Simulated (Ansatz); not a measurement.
C4H6F2 can be A, `F[C@H]1C[C@@H](F)C1`, or B, `C[C@@]1(F)C[C@H]1F`.

Program: Ansatz. Geometries: PBE0-D4/def2-TZVP. ΔE: electronic, gas phase. CBS: MP2 limit from def2 TZ/QZ plus the TZ coupled-cluster correction, frozen cores. DFT in def2-TZVPP. B3LYP here is the variant with VWN-RPA as its local correlation; programs differ in this.

(1) Which is lower in electronic energy at CCSD(T)/CBS, and by how much? (Best estimate.)

(2) Give E(B) − E(A) in kJ/mol with B3LYP-D4, HF/def2-TZVPP, PBE-D4, ωB97M-V, r2SCAN-D4, MP2/def2-TZVPP, B3LYP. (Estimate.)

Largest T1 diagnostic: 0.011.

## Answers

(1) The calculation gave: A, by 34.1 kJ/mol.

(2) Ansatz gave: B3LYP-D4 26.6, HF/def2-TZVPP 32.1, PBE-D4 27.2, ωB97M-V 30.1, r2SCAN-D4 23.5, MP2/def2-TZVPP 32.0, B3LYP 26.1. None reverses the order clearly.
